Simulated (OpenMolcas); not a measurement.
# One shape, several levels: triplet C5H10

We compute a comparison of 5 runs (UHF/STO-3G, UHF/3-21G, U-r2SCAN/def2-SVP, UB3LYP/def2-SVP, ROMP2/def2-SVP) of triplet C5H10. 

The results are computed with OpenMolcas 26.06.

## Step 1: Starting point

C5H10: 15 atoms, total charge 0, spin state triplet. SMILES of the parent species: `C=CC(C)C`. Geometry: relaxed at PBE0-D4/def2-TZVP. This is one conformer, not always the lowest. That shape belongs to the parent species and isn't relaxed for this state.

Bond lengths: C1–C2 1.326 Å, C2–C3 1.499 Å, C3–C4 1.528 Å, C3–C5 1.518 Å, C1–H6 1.084 Å, C1–H7 1.084 Å, C2–H8 1.089 Å, C3–H9 1.100 Å, C4–H10 1.093 Å, C4–H11 1.093 Å, C4–H12 1.094 Å, C5–H13 1.092 Å, C5–H14 1.094 Å, C5–H15 1.092 Å. Some angles: C1–C2–C3 127.0°, C2–C3–C4 109.9°, C2–C3–C5 113.9°, C4–C3–C5 111.1°, C1–C2–H8 118.4°, C3–C2–H8 114.6°, C2–C1–H6 121.1°, C2–C1–H7 122.2°, C2–C3–H9 106.5°, C4–C3–H9 107.0°.

## Step 2: A single-point energy at UHF/STO-3G (run 1)

The input, run.inp:

```
>>> EXPORT MOLCAS_PRINT=2

&GATEWAY
  BasLib=$CurrDir
  Coord
  15
  bohr
  C     -3.11918194     1.15556753     2.13784716
  C     -1.04010526    -0.24131803     2.08380100
  C      1.08054540    -0.06746322     0.21467289
  C      1.49212775    -2.63333335    -1.04407368
  C      0.73963881     2.00235380    -1.74270543
  H     -4.55291715     0.86114819     3.57025957
  H     -3.47482840     2.63938048     0.77006340
  H     -0.80672408    -1.70547783     3.51205600
  H      2.79717261     0.35753618     1.30655664
  H      1.78427941    -4.12224857     0.35678029
  H      3.14393735    -2.59024760    -2.28278916
  H     -0.15212295    -3.15149626    -2.18338956
  H      0.52987921     3.85768691    -0.86284895
  H     -0.93390265     1.65388830    -2.90488700
  H      2.37255115     2.07813182    -3.00296378
  Basis=STO-3G
  Group=NoSym

&SEWARD

&SCF
  UHF
  Spin=3
  Thresholds=1e-10 1e-07 1e-07 1e-05
  PrOrbitals=0
```

The basis set STO-3G is read from a file made from the Basis Set Exchange's data (not shown).

Run with:

```sh
export MOLCAS_MEM=1860
pymolcas run.inp > run.log
```

The program printed:

```text
--- Start Module: gateway ---
[...]
--- Stop Module: gateway /rc=_RC_ALL_IS_WELL_ ---
--- Start Module: seward ---
[...]
      Basis functions           35
--- Stop Module: seward /rc=_RC_ALL_IS_WELL_ ---
--- Start Module: scf ---
[...]
       Convergence after  16 Iterations
[...]
::    Total SCF energy                               -192.6818639163
[...]
      Total spin, S                                     1.0074707679
[...]
      Total electronic charge=   40.000000
      Total            charge=   -0.000000
[...]
      Dipole Moment (debye):
      Origin of the operator (angstrom)=   -0.0714    0.0186    0.1364
                   X=  5.5027E-02               Y=  8.8219E-03               Z= -2.4500E-02           Total=  6.0877E-02
      Quadrupole Moment (debye*angstrom):
[...]
--- Stop Module: scf /rc=_RC_ALL_IS_WELL_ ---
[...]
```

It took 2.1 s on 1 thread of Arm Neoverse V1, shared host; peak memory 0.37 GiB.

## Step 3: The energy at UHF/3-21G (run 2)

The input, calc.input:

```
&gateway
 baslib
 $CurrDir
 coord
 15
 angstrom
 C       -1.650600       0.611500       1.131300
 C       -0.550400      -0.127700       1.102700
 C        0.571800      -0.035700       0.113600
 C        0.789600      -1.393500      -0.552500
 C        0.391400       1.059600      -0.922200
 H       -2.409300       0.455700       1.889300
 H       -1.838800       1.396700       0.407500
 H       -0.426900      -0.902500       1.858500
 H        1.480200       0.189200       0.691400
 H        0.944200      -2.181400       0.188800
 H        1.663700      -1.370700      -1.208000
 H       -0.080500      -1.667700      -1.155400
 H        0.280400       2.041400      -0.456600
 H       -0.494200       0.875200      -1.537200
 H        1.255500       1.099700      -1.589100
 basis
 3-21G
 group
 NoSym

&seward

&scf
 uhf
 spin
 3
 thresholds
 1e-10 1e-07 1e-07 1e-05
 prorbitals
 1 2
```

The basis set 3-21G is read from a file made from the Basis Set Exchange's data (not shown).

Run with:

```sh
export MOLCAS_MEM=1860
pymolcas calc.input > calc.log
```

The program printed:

```text
--- Start Module: gateway ---
[...]
--- Stop Module: gateway /rc=_RC_ALL_IS_WELL_ ---
--- Start Module: seward ---
[...]
      Basis functions           65
--- Stop Module: seward /rc=_RC_ALL_IS_WELL_ ---
[...]
--- Start Module: scf ---
[...]
       Convergence after  19 Iterations
[...]
::    Total SCF energy                               -193.9263056388
[...]
      Total spin, S                                     1.0070424027
[...]
      Total electronic charge=   40.000000
      Total            charge=   -0.000000
[...]
      Dipole Moment (debye):
      Origin of the operator (angstrom)=   -0.0714    0.0186    0.1364
                   X=  7.6836E-02               Y=  8.5468E-03               Z= -2.4292E-02           Total=  8.1036E-02
      Quadrupole Moment (debye*angstrom):
[...]
--- Stop Module: scf /rc=_RC_ALL_IS_WELL_ ---
[...]
```

It took 3.9 s on 1 thread of Arm Neoverse V1, shared host; peak memory 0.4 GiB.

Runs 3 to 4 aren't shown in full; the table further down has their settings and results.

## Step 4: The energy at ROMP2/def2-SVP (run 5)

The input, input.xyz:

```xyz
15

C     -1.650600     0.611500     1.131300
C     -0.550400    -0.127700     1.102700
C      0.571800    -0.035700     0.113600
C      0.789600    -1.393500    -0.552500
C      0.391400     1.059600    -0.922200
H     -2.409300     0.455700     1.889300
H     -1.838800     1.396700     0.407500
H     -0.426900    -0.902500     1.858500
H      1.480200     0.189200     0.691400
H      0.944200    -2.181400     0.188800
H      1.663700    -1.370700    -1.208000
H     -0.080500    -1.667700    -1.155400
H      0.280400     2.041400    -0.456600
H     -0.494200     0.875200    -1.537200
H      1.255500     1.099700    -1.589100
```

The input, test.input:

```
* C5H10 ROMP2

&GATEWAY
 BasLib=$CurrDir
 Coord=input.xyz
 Basis=def2-SVP
 Group=NoSym

&SEWARD

&SCF
 UHF
 Spin=3
 Thresholds=1e-10 1e-07 1e-07 1e-05
 PrOrbitals=1

&RASSCF
 FileOrb=$Project.UnaOrb
 Spin=3
 Nactel=2 0 0
 Inactive=19
 Ras2=2
 OutOrbitals=Canonical
 OrbListing=Few

&CASPT2
 IPEA=0.0
 Frozen=5
```

The basis set def2-SVP is read from a file made from the Basis Set Exchange's data (not shown).

Run with:

```sh
export MOLCAS_MEM=1860
pymolcas test.input > test.log
```

The program printed:

```text
--- Start Module: gateway ---
[...]
--- Stop Module: gateway /rc=_RC_ALL_IS_WELL_ ---
[...]
      Basis functions          120
[...]
       Convergence after  19 Iterations
[...]
::    Total SCF energy                               -194.8703556923
[...]
      Total spin, S                                     1.0068140872
[...]
--- Start Module: rasscf ---
[...]
      Number of active orbitals                  2
[...]
      Spin quantum number                      1.0
[...]
      Active orbitals                            2
[...]
      Number of CSFs                             1
[...]
      Number of root(s) required                 1
[...]
      Convergence after  7 iterations
[...]
      printout of CI-coefficients larger than  0.05 for root  1
      energy=    -194.862064
      conf/sym  11     Coeff  Weight
             1  uu   1.00000 1.00000
      Natural orbitals and occupation numbers for root  1
      sym 1:   1.000000   1.000000
      ************************************************************************************************************************
      *                                                    Final results                                                     *
[...]
::    RASSCF root number  1 Total energy:   -194.86206394
[...]
      Total electronic charge=   40.000000
      Total            charge=   -0.000000
[...]
      Dipole Moment (debye):
      Origin of the operator (angstrom)=   -0.0714    0.0186    0.1364
                   X=  1.1797E-01               Y=  6.2138E-03               Z= -2.0977E-02           Total=  1.1998E-01
      Quadrupole Moment (debye*angstrom):
[...]
--- Stop Module: rasscf /rc=_RC_ALL_IS_WELL_ ---
[...]
--- Start Module: caspt2 ---
[...]
 ###    WARNING: User changed nr of frozen orbitals.                         ###
 ###############################################################################
[...]
      E2 (Variational):          -0.6795750052
      Total energy:            -195.5416389439
[...]
      Reference weight:           0.81296
[...]
::    CASPT2 Root  1     Total energy:   -195.54163894
[...]
--- Stop Module: caspt2 /rc=_RC_ALL_IS_WELL_ ---
[...]
```

Run time: 38 s. Hardware: 1 thread of Arm Neoverse V1, shared host; peak memory 0.76 GiB.

## Step 5: The series

| run | level | integration grid | frozen core orbitals | energy (Eh) | dipole moment (D) | HOMO energy (eV) | ⟨S²⟩ | wall time |
| --- | --- | --- | --- | --- | --- | --- | --- | --- |
| 1 | UHF/STO-3G | – | – | -192.681864 | 0.06 | -4.82 | 2.022 | 2.1 s |
| 2 | UHF/3-21G | – | – | -193.926306 | 0.08 | -6.03 | 2.021 | 3.9 s |
| 3 | U-r2SCAN/def2-SVP | UltraFine | – | -196.097508 | 0.22 | -1.99 | 2.011 | 4 min |
| 4 | UB3LYP/def2-SVP | UltraFine | – | -196.223877 | 0.20 | -2.54 | 2.006 | 2.4 min |
| 5 | ROMP2/def2-SVP | – | 5 | -195.541639 | – | – | – | 38 s |

## Step 6: What came out

| quantity | value |
| --- | --- |
| run 5: total energy | -195.54164 Eh |

**Reading.** Over runs 1, 2, 3, 4 the dipole moment (its size) runs from 0.06 D (UHF/STO-3G) to 0.22 D (U-r2SCAN/def2-SVP). The two ends differ in method and basis. Totals of different functionals can't be ranked against each other. In run 1 the basis is minimal, so the values are rough. All runs together took 7 min, the longest 4 min.
